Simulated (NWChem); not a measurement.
Correlation energy of HS

```
S
H 1 1.3538
```
Charge 0, spin multiplicity 2.

Program: NWChem. All single points use one geometry, from UPBE0/def2-SVP, a minimum by its harmonic frequencies.

Basis set: cc-pVDZ. Each correlation energy counts from its own Hartree-Fock reference.

The correlated methods keep 5 core orbitals frozen. The structure started from a generated list of species. The unpaired electrons of the parent sit in orbitals of symmetry b2 (C2v labels of the run); other states weren't searched. No SCF solution was tested for a lower state. Open-shell Hartree-Fock references start from PBE0 orbitals. No row is a measurement; the coupled-cluster row has its own basis-set and correlation limits.

### Question
For the correlation energy, URI-MP2 gives -112.2 mHa and UMP2 gives -112.2 mHa. What do SCS-UMP2, CCSD on UHF, CCSD[T] on UHF give?

### Answer
SCS-UMP2: -113.2 mHa; CCSD on UHF: -133.6 mHa; CCSD[T] on UHF: -135.9 mHa.
